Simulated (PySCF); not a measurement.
Compound: C5H8N (doublet state).
Numbering: `[CH2:1][C:2]1=[N:3][CH2:4][CH2:5][CH2:6]1` (hydrogens: H7, H8 on C1; H9, H10 on C4; H11, H12 on C5; H13, H14 on C6)

Geometry (GFN2-xTB, Å), atoms numbered from 1 in this order:
```
atom  x, y, z in Å
C1     2.2621   -0.3360   -0.0921
C2     0.8927   -0.2760   -0.0519
N3     0.1409   -1.3483    0.0622
C4    -1.2343   -0.9867    0.0787
C5    -1.3255    0.5527    0.1929
C6     0.0948    1.0131   -0.1495
H7     2.7641   -1.2827   -0.0189
H8     2.8549    0.5548   -0.1930
H9    -1.7325   -1.5110    0.9003
H10   -1.6919   -1.3562   -0.8487
H11   -2.0748    0.9654   -0.4792
H12   -1.5873    0.8346    1.2131
H13    0.1621    1.4022   -1.1678
H14    0.4740    1.7735    0.5316
```

The hyperfine couplings belong to this conformer and change with its torsions.

Method used: PySCF 2.14.0, UKS B3LYP, pcH-1 on C H N, non-relativistic, mean-field spin-orbit, GIAO. Isolated species at its GFN2-xTB geometry (one conformer only). Couplings are sensitive to structure, and on GFN2-xTB geometries they can be far from those on DFT ones. Stability of the SCF solution: not tested. ⟨S²⟩ is 0.777 where a pure state has 0.75.

Mulliken spin populations: C1 +0.753, C2 -0.235, N3 +0.515, C4 -0.041, C5 +0.002, C6 +0.013, H7 -0.032, H8 -0.033, H9 +0.028, H10 +0.043, H11 0.000, H12 0.000, H13 -0.007, H14 -0.004. Main spin sites, with 60 % or more of the largest population: C1, N3; positions count bonds from the nearest.

(1) Give the computed dipolar 1H tensors of H9, H10, H11, H12, H13, H14.

(2) Estimate them with point dipoles: put each population ρk at its nucleus, leave out the nucleus itself and the atom bound to it, and sum T = Σ [ρk/(2S)]·C·(3 n nᵀ − 1)/r³ with C = μ0 gₑ μB g_N μN/(4π h) = 79.06 MHz Å³.

(3) If all the spin sat on C1, T∥ = 2C/r³. What distance does the computed T3 of H12 then imply?

Results:

(1) 
| atom | position | distance from C1 (Å) | T1 (MHz) | T2 | T3 |
| --- | --- | --- | --- | --- | --- |
| H9 | 2 bonds from N3 | 4.28 | -3.72 | -2.68 | 6.40 |
| H10 | 2 bonds from N3 | 4.15 | -4.09 | -2.27 | 6.36 |
| H11 | 3 bonds from N3 | 4.54 | -1.32 | -1.03 | 2.35 |
| H12 | 3 bonds from N3 | 4.23 | -1.64 | -1.13 | 2.77 |
| H13 | 3 bonds from C1 | 2.93 | -2.34 | -0.73 | 3.07 |
| H14 | 3 bonds from C1 | 2.83 | -2.11 | -1.26 | 3.37 |

(2) 
```csv
atom,T1 (MHz),T2,T3,"T3, computed",difference in T3 (%)
H9,-5.46,-3.83,9.28,6.40,+45
H10,-5.33,-4.11,9.44,6.36,+48
H11,-1.29,-0.88,2.16,2.35,-8
H12,-1.52,-1.10,2.63,2.77,-5
H13,-2.13,-0.38,2.51,3.07,-18
H14,-2.21,-1.02,3.23,3.37,-4
```

(3) r = (2 × 79.06/2.77)^(1/3) = 3.85 Å, against 4.23 Å in the structure.
